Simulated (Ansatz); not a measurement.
Molecule: C₃H₈N, charge -1, multiplicity 1. It need not be the lowest isomer of its formula. Whether it binds its extra electron was not tested at this geometry. SMILES: CN(C)[CH2-]
Coordinates optimised at B3LYP-D3(BJ)/def2-TZVP (Ansatz, an electronic-structure program):
```xyz
12

N     -0.0021     0.0421     0.3792
C     -0.0075     1.4466    -0.1838
C      1.1787    -0.6472    -0.0718
C     -1.1704    -0.6608    -0.0835
H      0.8618     1.9446     0.2928
H     -0.8871     1.9344     0.2841
H      1.2760    -0.6291    -1.1823
H      1.1757    -1.6909     0.2732
H      2.0703    -0.1567     0.3332
H     -1.2568    -0.6438    -1.1949
H     -2.0715    -0.1807     0.3125
H     -1.1586    -1.7044     0.2616
```
Charge -1, spin multiplicity 1.

Parts of the frozen-core correlation energy in cc-pVTZ (Ansatz, hartree). Frozen orbitals: 4; correlated occupied orbitals by spin: 13 and 13; virtual: 215 and 215. No spin-orbit coupling. No relativistic terms.

| term | value |
|---|---|
| reference (HF) | -172.63287 |
| MP2 opposite-spin | -0.59376 |
| MP2 same-spin | -0.17575 |
| CCSD correlation | -0.80768 |
| (T) | -0.03395 |
| T1 diagnostic | 0.013 |
| largest doubles amplitude | 0.025 |
